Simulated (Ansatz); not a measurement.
# CH4Si + CH4: a complex and its separated parts

The complex below is one end of an elementary step. How strongly is it bound against its free parts?

Computed with Ansatz 0.2.0, Gaussian basis. Level: PBE0-D4/def2-TZVP structures, single points in def2-TZVPP, no counterpoise correction.

Levels: SPW92, PBE-D4, BLYP-D4, r2SCAN-D4, B97M-V, PBE0-D4, B3LYP-D4, r2SCAN0-D4, BHLYP-D4, CAM-B3LYP-D4, wB97X-V, wB97M-V, B2PLYP, PBE-QIDH, RPA on PBE, Hartree-Fock, MP2, CCSD, CCSD(T).

Cores are frozen in the correlated methods. B3LYP uses VWN-RPA correlation. B2PLYP carries no dispersion term here.

57 further runs of the same task are left out: 1 that didn't finish, 56 set aside as unsound or not needed.

## Step 1: Starting geometry

The complex: 11 atoms, charge 0, spin multiplicity 1.

Atoms are counted from 1 here; the program's logs count them from 0.

Bond lengths: Si1–H4 1.528 Å, Si1–C5 1.898 Å, C2–H3 1.106 Å, C2–H6 1.089 Å, C2–H7 1.088 Å, C2–H8 1.088 Å, C5–H9 1.091 Å, C5–H10 1.101 Å, C5–H11 1.092 Å. Angles: H4–Si1–C5 95.5°, H3–C2–H6 106.5°, H3–C2–H7 108.4°, H3–C2–H8 111.3°, H6–C2–H7 110.7°, H6–C2–H8 109.6°, H7–C2–H8 110.3°, Si1–C5–H9 113.1°, Si1–C5–H10 104.4°, Si1–C5–H11 115.3°, H9–C5–H10 107.1°, H9–C5–H11 109.8°, H10–C5–H11 106.4°.

As a file:

```mol
C2H8Si
  3D, bonds by distance, orders not assigned

 11  9  0  0  0  0  0  0  0  0999 V2000
   -1.4775    0.6128   -0.2659 Si  0  0
    0.4491   -1.6637   -0.3189 C   0  0
   -0.3595   -1.2195   -0.9282 H   0  0
   -1.6547    0.1043    1.1645 H   0  0
    0.0289    1.7030    0.1138 C   0  0
    0.3829   -2.7424   -0.4556 H   0  0
    1.4021   -1.2873   -0.6860 H   0  0
    0.3289   -1.4214    0.7351 H   0  0
    0.5296    2.0684   -0.7844 H   0  0
   -0.3916    2.5800    0.6308 H   0  0
    0.7618    1.2657    0.7949 H   0  0
  1  4  8  0
  1  5  8  0
  2  3  8  0
  2  6  8  0
  2  7  8  0
  2  8  8  0
  5  9  8  0
  5 10  8  0
  5 11  8  0
M  END
```

Its parts: CH4Si holds atoms 1, 4, 5, 9, 10, 11; CH4 holds atoms 2, 3, 6, 7, 8. Each part counts its atoms afresh in its own runs.

## Step 2: Relaxing CH4Si alone

Input file relax-a/in.yaml:

```yaml
crystal:
  periodic: [false, false, false]
  atoms:
    - {symbol: Si, position_ang: [-1.477488, 0.612809, -0.265892]}
    - {symbol: H, position_ang: [-1.654687, 0.104345, 1.164462]}
    - {symbol: C, position_ang: [0.028866, 1.703027, 0.113839]}
    - {symbol: H, position_ang: [0.529591, 2.068402, -0.784428]}
    - {symbol: H, position_ang: [-0.391584, 2.580012, 0.630778]}
    - {symbol: H, position_ang: [0.761823, 1.265733, 0.794893]}
basis:
  gaussian: {orbitals: def2-TZVP}
hamiltonian: {xc: pbe0, dispersion: d4}
relax: {f_tol: 0.005, max_steps: 200}
```

Launch:

```console
ansatz run in.yaml --threads 2 --pin off --events-out ev --progress --plain --max-ram 4352MiB
```

Log, cut to the lines that bear on the results:

```text
Functional definition: PBE0
  name "PBE0"
  cite "Adamo & Barone, J. Chem. Phys. 110, 6158 (1999) doi:10.1063/1.478522"
  cite "Perdew, Burke & Ernzerhof, Phys. Rev. Lett. 77, 3865 (1996) doi:10.1103/PhysRevLett.77.3865"
  parent pbe
[...]
624 factors; their error is unknown
[...]
mean field -8973.81405140 eV, -329.7815837193 hartree, gradient 3.1e-5 eV, S^2 0.000000; 0 other end points of the search recorded, 0 dependent functions left out
[...]
reference -8973.81407614 eV, -329.7815846286 hartree; 12, 12 occupied and 80, 80 virtual orbitals, 624 factors
[...]
reference -8973.81967113 eV, -329.7817902405 hartree; 12, 12 occupied and 80, 80 virtual orbitals, 624 factors
Total energy: -8973.88544919 eV, -329.7842075397 hartree
Atom 0 at    -1.380619     0.494561    -0.288288 Å, force    -0.000286    -0.000479    -0.000040 eV/Å
Atom 1 at    -1.714928     0.230926     1.182190 Å, force     0.000015     0.000139    -0.000095 eV/Å
Atom 2 at     0.011393     1.715561     0.102668 Å, force     0.000668     0.000651     0.000025 eV/Å
Atom 3 at     0.500403     2.123367    -0.782777 Å, force    -0.000310    -0.000176     0.000548 eV/Å
Atom 4 at    -0.384132     2.543082     0.705680 Å, force     0.000120    -0.000139    -0.000163 eV/Å
Atom 5 at     0.764404     1.226831     0.734180 Å, force    -0.000206     0.000004    -0.000276 eV/Å
Dipole moment:     0.166266     0.146799     0.096755 e Å
```

It took 10 s on 2 threads of Arm Neoverse V2, shared host.

Step by step:

| step | energy from step 1 (eV) | largest force component (eV/Å) |
| --- | --- | --- |
| 1 | 0.0000 | 0.0879 |
| 2 | -0.0014 | 0.0990 |
| 3 | -0.0022 | 0.0576 |
| 4 | -0.0033 | 0.1037 |
| 5 | -0.0052 | 0.0477 |
| 6 | -0.0056 | 0.0219 |
| 7 | -0.0056 | 0.0178 |
| 8 | -0.0056 | 0.0297 |
| 9 | -0.0057 | 0.0028 |
| 10 | -0.0057 | 0.0111 |
| 11 | -0.0057 | 0.0057 |
| 12 | -0.0057 | 0.0007 |

Distances of close pairs at the start and the end, largest changes first:

| bond | before (Å) | after (Å) | change (Å) |
| --- | --- | --- | --- |
| C3–H6 | 1.092 | 1.098 | +0.006 |
| Si1–C3 | 1.898 | 1.892 | -0.005 |
| C3–H5 | 1.101 | 1.098 | -0.004 |
| Si1–H2 | 1.528 | 1.531 | +0.003 |
| C3–H4 | 1.091 | 1.091 | -0.001 |

## Step 3: Relaxing CH4 alone

Input file relax-b/in.yaml:

```yaml
crystal:
  periodic: [false, false, false]
  atoms:
    - {symbol: C, position_ang: [0.449078, -1.663676, -0.318918]}
    - {symbol: H, position_ang: [-0.359545, -1.219512, -0.928242]}
    - {symbol: H, position_ang: [0.382941, -2.742447, -0.455560]}
    - {symbol: H, position_ang: [1.402117, -1.287350, -0.685972]}
    - {symbol: H, position_ang: [0.328887, -1.421442, 0.735139]}
basis:
  gaussian: {orbitals: def2-TZVP}
hamiltonian: {xc: pbe0, dispersion: d4}
relax: {f_tol: 0.005, max_steps: 200}
```

Launch:

```console
ansatz run in.yaml --threads 2 --pin off --events-out ev --progress --plain --max-ram 4352MiB
```

Log, cut to the lines that bear on the results:

```text
[... 5 set-up lines as earlier in the session ...]
[...]
356 factors; their error is unknown
[...]
mean field -1101.34475747 eV, -40.4736733186 hartree, gradient 6.2e-5 eV, S^2 0.000000; 0 other end points of the search recorded, 0 dependent functions left out
[...]
Atom 1 at    -0.359908    -1.206037    -0.908901 Å, force     0.003516    -0.002022     0.002531 eV/Å
Atom 2 at     0.400206    -2.749092    -0.452528 Å, force     0.000182     0.004667     0.000536 eV/Å
Atom 3 at     1.403094    -1.297308    -0.684050 Å, force    -0.004083    -0.001573     0.001503 eV/Å
Atom 4 at     0.319389    -1.415104     0.722635 Å, force     0.000520    -0.001072    -0.004429 eV/Å
Dipole moment:    -0.000000     0.000000     0.000001 e Å
```

Wall time 1.2 s (2 threads of Arm Neoverse V2, shared host).

Along the way:

| step | energy from step 1 (eV) | largest force component (eV/Å) |
| --- | --- | --- |
| 1 | 0.0000 | 0.5020 |
| 2 | -0.0106 | 0.1957 |
| 3 | -0.0116 | 0.0111 |
| 4 | -0.0116 | 0.0047 |

Close pairs (by a distance rule), those that changed most:

| bond | before (Å) | after (Å) | change (Å) |
| --- | --- | --- | --- |
| C1–H2 | 1.106 | 1.090 | -0.016 |
| C1–H5 | 1.088 | 1.090 | +0.002 |
| C1–H4 | 1.088 | 1.090 | +0.001 |
| C1–H3 | 1.089 | 1.090 | +0.000 |

## Step 4: SPW92/def2-TZVPP

Input file parta/in.yaml:

```yaml
crystal:
  periodic: [false, false, false]
  atoms:
    - {symbol: Si, position_ang: [-1.380619, 0.494561, -0.288288]}
    - {symbol: H, position_ang: [-1.714928, 0.230926, 1.182190]}
    - {symbol: C, position_ang: [0.011393, 1.715561, 0.102668]}
    - {symbol: H, position_ang: [0.500403, 2.123367, -0.782777]}
    - {symbol: H, position_ang: [-0.384132, 2.543082, 0.705680]}
    - {symbol: H, position_ang: [0.764404, 1.226831, 0.734180]}
basis:
  gaussian: {orbitals: def2-TZVPP}
hamiltonian: {xc: lda}
```

Input file partb/in.yaml:

```yaml
crystal:
  periodic: [false, false, false]
  atoms:
    - {symbol: C, position_ang: [0.440697, -1.666886, -0.330709]}
    - {symbol: H, position_ang: [-0.359908, -1.206037, -0.908901]}
    - {symbol: H, position_ang: [0.400206, -2.749092, -0.452528]}
    - {symbol: H, position_ang: [1.403094, -1.297308, -0.684050]}
    - {symbol: H, position_ang: [0.319389, -1.415104, 0.722635]}
basis:
  gaussian: {orbitals: def2-TZVPP}
hamiltonian: {xc: lda}
```

The same command starts each run, in its folder.

Launch:

```console
ansatz run in.yaml --threads 2 --pin off --events-out ev --progress --plain --max-ram 4352MiB
```

Log of parta, cut to the lines that bear on the results:

```text
Functional definition: SPW92
  name "SPW92"
  cite "Dirac, Proc. Camb. Phil. Soc. 26, 376 (1930) doi:10.1017/S0305004100016108"
  cite "Slater, Phys. Rev. 81, 385 (1951) doi:10.1103/PhysRev.81.385"
  cite "Perdew & Wang, Phys. Rev. B 45, 13244 (1992) doi:10.1103/PhysRevB.45.13244"
[...]
704 factors; their error is unknown
[...]
mean field -8936.13025188 eV, -328.3967296299 hartree, gradient 1.0e-5 eV, S^2 0.000000; 0 other end points of the search recorded, 0 dependent functions left out
reference -8936.13028354 eV, -328.3967307934 hartree; 12, 12 occupied and 117, 117 virtual orbitals, 704 factors
Total energy: -8936.13028354 eV, -328.3967307934 hartree
```

Log of partb, cut to the lines that bear on the results:

```text
[... 5 set-up lines as earlier in the session ...]
[...]
416 factors; their error is unknown
[...]
mean field -1091.60457073 eV, -40.1157280581 hartree, gradient 3.6e-5 eV, S^2 0.000000; 0 other end points of the search recorded, 0 dependent functions left out
reference -1091.60459672 eV, -40.1157290134 hartree; 5, 5 occupied and 82, 82 virtual orbitals, 416 factors
Total energy: -1091.60459672 eV, -40.1157290134 hartree
```

Wall times: 0.5 s (parta), 0.2 s (partb) on 2 threads of Arm Neoverse V2, shared host.

## Step 5: PBE-D4/def2-TZVPP

Each input of step 4 (parta, partb) changes in the same lines:

```diff
-hamiltonian: {xc: lda}
+hamiltonian: {xc: pbe, dispersion: d4}
```

The same command starts each run, in its folder.

Launch:

```console
ansatz run in.yaml --threads 2 --pin off --events-out ev --progress --plain --max-ram 4352MiB
```

Log of parta, cut to the lines that bear on the results:

```text
Functional definition: PBE
  name "PBE"
[... 2 set-up lines as earlier in the session ...]
[...]
704 factors; their error is unknown
[...]
mean field -8972.89075204 eV, -329.7476530936 hartree, gradient 7.6e-6 eV, S^2 0.000000; 0 other end points of the search recorded, 0 dependent functions left out
reference -8972.89078598 eV, -329.7476543409 hartree; 12, 12 occupied and 117, 117 virtual orbitals, 704 factors
Total energy: -8972.97070045 eV, -329.7505911437 hartree
```

Log of partb, cut to the lines that bear on the results:

```text
[... 4 set-up lines as earlier in the session ...]
[...]
416 factors; their error is unknown
[...]
mean field -1101.08967993 eV, -40.4642993919 hartree, gradient 8.1e-6 eV, S^2 0.000000; 0 other end points of the search recorded, 0 dependent functions left out
reference -1101.08970813 eV, -40.4643004284 hartree; 5, 5 occupied and 82, 82 virtual orbitals, 416 factors
Total energy: -1101.11347915 eV, -40.4651739971 hartree
```

Times: 0.75 s (parta), 0.3 s (partb) on 2 threads of Arm Neoverse V2, shared host.

## Step 6: BLYP-D4/def2-TZVPP

Each input of step 5 (parta, partb) changes in the same lines:

```diff
-hamiltonian: {xc: pbe, dispersion: d4}
+hamiltonian: {xc: {name: BLYP}, dispersion: d4}
```

The same command starts each run, in its folder.

Launch:

```console
ansatz run in.yaml --threads 2 --pin off --events-out ev --progress --plain --max-ram 4352MiB
```

Output in parta, cut to the lines that bear on the results:

```text
Functional definition: BLYP
  name "BLYP"
  cite "Becke, Phys. Rev. A 38, 3098 (1988) doi:10.1103/PhysRevA.38.3098"
  cite "Lee, Yang & Parr, Phys. Rev. B 37, 785 (1988) doi:10.1103/PhysRevB.37.785"
[...]
704 factors; their error is unknown
[...]
mean field -8977.99514416 eV, -329.9352360443 hartree, gradient 7.4e-5 eV, S^2 0.000000; 0 other end points of the search recorded, 0 dependent functions left out
reference -8977.99544318 eV, -329.9352470329 hartree; 12, 12 occupied and 117, 117 virtual orbitals, 704 factors
Total energy: -8978.17925794 eV, -329.9420021008 hartree
```

Output in partb, cut to the lines that bear on the results:

```text
[... 4 set-up lines as earlier in the session ...]
[...]
416 factors; their error is unknown
[...]
mean field -1102.10491033 eV, -40.5016084213 hartree, gradient 2.4e-5 eV, S^2 0.000000; 0 other end points of the search recorded, 0 dependent functions left out
reference -1102.10516311 eV, -40.5016177105 hartree; 5, 5 occupied and 82, 82 virtual orbitals, 416 factors
Total energy: -1102.16228038 eV, -40.5037167314 hartree
```

Wall times: 0.75 s (parta), 0.3 s (partb) on 2 threads of Arm Neoverse V2, shared host.

## Step 7: r2SCAN-D4/def2-TZVPP

The same edit goes into each in.yaml of step 6 (parta, partb):

```diff
-hamiltonian: {xc: {name: BLYP}, dispersion: d4}
+hamiltonian: {xc: r2scan, dispersion: d4}
```

The same command starts each run, in its folder.

Launch:

```console
ansatz run in.yaml --threads 2 --pin off --events-out ev --progress --plain --max-ram 4352MiB
```

Output in parta, cut to the lines that bear on the results:

```text
Functional definition: r2SCAN
  name "r2SCAN"
  cite "Furness, Kaplan, Ning, Perdew & Sun, J. Phys. Chem. Lett. 11, 8208 (2020) doi:10.1021/acs.jpclett.0c02405"
  cite "Furness, Kaplan, Ning, Perdew & Sun, J. Phys. Chem. Lett. 11, 9248 (2020) doi:10.1021/acs.jpclett.0c03077"
  parent r2scan
[...]
704 factors; their error is unknown
[...]
mean field -8977.03208480 eV, -329.8998442653 hartree, gradient 8.5e-6 eV, S^2 0.000000; 0 other end points of the search recorded, 0 dependent functions left out
reference -8977.03209469 eV, -329.8998446291 hartree; 12, 12 occupied and 117, 117 virtual orbitals, 704 factors
Total energy: -8977.04984205 eV, -329.9004968324 hartree
```

Log of partb, cut to the lines that bear on the results:

```text
[... 5 set-up lines as earlier in the session ...]
[...]
416 factors; their error is unknown
[...]
mean field -1102.08485871 eV, -40.5008715377 hartree, gradient 4.3e-5 eV, S^2 0.000000; 0 other end points of the search recorded, 0 dependent functions left out
reference -1102.08486682 eV, -40.5008718356 hartree; 5, 5 occupied and 82, 82 virtual orbitals, 416 factors
Total energy: -1102.09051699 eV, -40.5010794756 hartree
```

Wall times: 1.5 s (parta), 0.7 s (partb) on 2 threads of Arm Neoverse V2, shared host.

## Step 8: B97M-V/def2-TZVPP

The same edit goes into each in.yaml of step 7 (parta, partb):

```diff
-hamiltonian: {xc: r2scan, dispersion: d4}
+hamiltonian: {xc: {name: B97M-V}}
```

One command serves all of them, each in its own folder.

Launch:

```console
ansatz run in.yaml --threads 2 --pin off --events-out ev --progress --plain --max-ram 4352MiB
```

Output in parta, cut to the lines that bear on the results:

```text
Functional definition: B97M-V
  name "B97M-V"
  cite "Mardirossian & Head-Gordon, J. Chem. Phys. 142, 074111 (2015) doi:10.1063/1.4907719"
  cite "Becke, J. Chem. Phys. 107, 8554 (1997) doi:10.1063/1.475007"
  cite "Vydrov & Van Voorhis, J. Chem. Phys. 133, 244103 (2010) doi:10.1063/1.3521275"
  # Of w^i u^j: cxij and so on, Table III.
[...]
  gx(w, u) = cx00 + cx01*u + cx02*u^2 + (cx10 + cx11*u)*w
[...]
  gos(w, u) = cos00 + cos01*u + cos03*u^3 + cos10*w + cos32*w^3*u^2
[...]
      + integral(e_c_pw_mod_opposite_spin*gos(b97_w_opposite, b97_u_opposite)) + vv10(b, c)
704 factors; their error is unknown
[...]
mean field -8976.69080103 eV, -329.8873023185 hartree, gradient 2.8e-5 eV, S^2 0.000000; 0 other end points of the search recorded, 0 dependent functions left out
reference -8976.69085012 eV, -329.8873041223 hartree; 12, 12 occupied and 117, 117 virtual orbitals, 704 factors
Total energy: -8976.69085012 eV, -329.8873041223 hartree
```

Log of partb, cut to the lines that bear on the results:

```text
[... 5 set-up lines as earlier in the session ...]
  # Of w^i u^j: cxij and so on, Table III.
[...]
  gx(w, u) = cx00 + cx01*u + cx02*u^2 + (cx10 + cx11*u)*w
[...]
  gos(w, u) = cos00 + cos01*u + cos03*u^3 + cos10*w + cos32*w^3*u^2
[...]
      + integral(e_c_pw_mod_opposite_spin*gos(b97_w_opposite, b97_u_opposite)) + vv10(b, c)
416 factors; their error is unknown
[...]
mean field -1102.89586737 eV, -40.5306755560 hartree, gradient 2.9e-5 eV, S^2 0.000000; 0 other end points of the search recorded, 0 dependent functions left out
reference -1102.89590727 eV, -40.5306770224 hartree; 5, 5 occupied and 82, 82 virtual orbitals, 416 factors
Total energy: -1102.89590727 eV, -40.5306770224 hartree
```

They took 3 s (parta), 1.3 s (partb) on 2 threads of Arm Neoverse V2, shared host.

## Step 9: PBE0-D4/def2-TZVPP

Each input of step 8 (parta, partb) changes in the same lines:

```diff
-hamiltonian: {xc: {name: B97M-V}}
+hamiltonian: {xc: pbe0, dispersion: d4}
+output: {orbitals: {seedname: orbitals}}
```

One command serves all of them, each in its own folder.

Launch:

```console
ansatz run in.yaml --threads 2 --pin off --events-out ev --progress --plain --max-ram 4352MiB
```

Log of parta, cut to the lines that bear on the results:

```text
[... 5 set-up lines as earlier in the session ...]
[...]
707 factors; their error is unknown
[...]
mean field -8973.85387696 eV, -329.7830472816 hartree, gradient 3.1e-5 eV, S^2 0.000000; 0 other end points of the search recorded, 0 dependent functions left out
reference -8973.85390209 eV, -329.7830482051 hartree; 12, 12 occupied and 117, 117 virtual orbitals, 707 factors
Total energy: -8973.91968015 eV, -329.7854655045 hartree
```

Log of partb, cut to the lines that bear on the results:

```text
[... 5 set-up lines as earlier in the session ...]
[...]
416 factors; their error is unknown
[...]
mean field -1101.39209161 eV, -40.4754128164 hartree, gradient 2.0e-5 eV, S^2 0.000000; 0 other end points of the search recorded, 0 dependent functions left out
reference -1101.39211234 eV, -40.4754135780 hartree; 5, 5 occupied and 82, 82 virtual orbitals, 416 factors
Total energy: -1101.41120284 eV, -40.4761151411 hartree
```

Times: 0.85 s (parta), 0.3 s (partb) on 2 threads of Arm Neoverse V2, shared host.

## Step 10: B3LYP-D4/def2-TZVPP

Each input of step 9 (parta, partb) changes in the same lines:

```diff
-hamiltonian: {xc: pbe0, dispersion: d4}
-output: {orbitals: {seedname: orbitals}}
+hamiltonian: {xc: {name: B3LYP}, dispersion: d4}
```

Each run has its own folder and the same command.

Launch:

```console
ansatz run in.yaml --threads 2 --pin off --events-out ev --progress --plain --max-ram 4352MiB
```

parta printed, cut to the lines that bear on the results:

```text
Functional definition: B3LYP
  name "B3LYP"
  cite "Stephens, Devlin, Chabalowski & Frisch, J. Phys. Chem. 98, 11623 (1994) doi:10.1021/j100096a001"
[... 2 set-up lines as earlier in the session ...]
  cite "Vosko, Wilk & Nusair, Can. J. Phys. 58, 1200 (1980) doi:10.1139/p80-159"
[...]
707 factors; their error is unknown
[...]
mean field -8979.42983626 eV, -329.9879600063 hartree, gradient 4.7e-5 eV, S^2 0.000000; 0 other end points of the search recorded, 0 dependent functions left out
reference -8979.43005734 eV, -329.9879681308 hartree; 12, 12 occupied and 117, 117 virtual orbitals, 707 factors
Total energy: -8979.56062771 eV, -329.9927665034 hartree
```

partb printed, cut to the lines that bear on the results:

```text
[... 6 set-up lines as earlier in the session ...]
[...]
416 factors; their error is unknown
[...]
mean field -1103.12532180 eV, -40.5391078508 hartree, gradient 2.5e-5 eV, S^2 0.000000; 0 other end points of the search recorded, 0 dependent functions left out
reference -1103.12550754 eV, -40.5391146766 hartree; 5, 5 occupied and 82, 82 virtual orbitals, 416 factors
Total energy: -1103.16331974 eV, -40.5405042494 hartree
```

Times: 0.9 s (parta), 0.35 s (partb) on 2 threads of Arm Neoverse V2, shared host.

## Step 11: r2SCAN0-D4/def2-TZVPP

The same edit goes into each in.yaml of step 10 (parta, partb):

```diff
-hamiltonian: {xc: {name: B3LYP}, dispersion: d4}
+hamiltonian: {xc: {name: r2SCAN0}, dispersion: d4}
```

Each run has its own folder and the same command.

Launch:

```console
ansatz run in.yaml --threads 2 --pin off --events-out ev --progress --plain --max-ram 4352MiB
```

Log of parta, cut to the lines that bear on the results:

```text
Functional definition: r2SCAN0
  name "r2SCAN0"
  cite "Bursch, Neugebauer, Ehlert & Grimme, J. Chem. Phys. 156, 134105 (2022) doi:10.1063/5.0086040"
[... 3 set-up lines as earlier in the session ...]
[...]
707 factors; their error is unknown
[...]
mean field -8976.85394507 eV, -329.8932977512 hartree, gradient 3.4e-5 eV, S^2 0.000000; 0 other end points of the search recorded, 0 dependent functions left out
reference -8976.85395296 eV, -329.8932980412 hartree; 12, 12 occupied and 117, 117 virtual orbitals, 707 factors
Total energy: -8976.87482507 eV, -329.8940650772 hartree
```

Output in partb, cut to the lines that bear on the results:

```text
[... 6 set-up lines as earlier in the session ...]
[...]
416 factors; their error is unknown
[...]
mean field -1102.01574176 eV, -40.4983315365 hartree, gradient 5.2e-5 eV, S^2 0.000000; 0 other end points of the search recorded, 0 dependent functions left out
reference -1102.01574819 eV, -40.4983317729 hartree; 5, 5 occupied and 82, 82 virtual orbitals, 416 factors
Total energy: -1102.02202323 eV, -40.4985623763 hartree
```

They took 1.6 s (parta), 0.65 s (partb) on 2 threads of Arm Neoverse V2, shared host.

## Step 12: BHLYP-D4/def2-TZVPP

The same edit goes into each in.yaml of step 11 (parta, partb):

```diff
-hamiltonian: {xc: {name: r2SCAN0}, dispersion: d4}
+hamiltonian: {xc: {name: BHLYP}, dispersion: d4}
```

Each run has its own folder and the same command.

Launch:

```console
ansatz run in.yaml --threads 2 --pin off --events-out ev --progress --plain --max-ram 4352MiB
```

Log of parta, cut to the lines that bear on the results:

```text
Functional definition: BHLYP
  name "BHLYP"
  cite "Becke, J. Chem. Phys. 98, 1372 (1993) doi:10.1063/1.464304"
[... 2 set-up lines as earlier in the session ...]
[...]
767 factors; their error is unknown
[...]
mean field -8977.95406761 eV, -329.9337265088 hartree, gradient 4.8e-5 eV, S^2 0.000000; 0 other end points of the search recorded, 0 dependent functions left out
reference -8977.95421652 eV, -329.9337319812 hartree; 12, 12 occupied and 117, 117 virtual orbitals, 767 factors
Total energy: -8978.05013991 eV, -329.9372571008 hartree
```

Output in partb, cut to the lines that bear on the results:

```text
[... 5 set-up lines as earlier in the session ...]
[...]
457 factors; their error is unknown
[...]
mean field -1102.12958699 eV, -40.5025152717 hartree, gradient 7.7e-5 eV, S^2 0.000000; 0 other end points of the search recorded, 0 dependent functions left out
reference -1102.12971177 eV, -40.5025198572 hartree; 5, 5 occupied and 82, 82 virtual orbitals, 457 factors
Total energy: -1102.15247287 eV, -40.5033563121 hartree
```

Wall times: 0.85 s (parta), 0.3 s (partb) on 2 threads of Arm Neoverse V2, shared host.

(Part 1 of 2 ends here.)
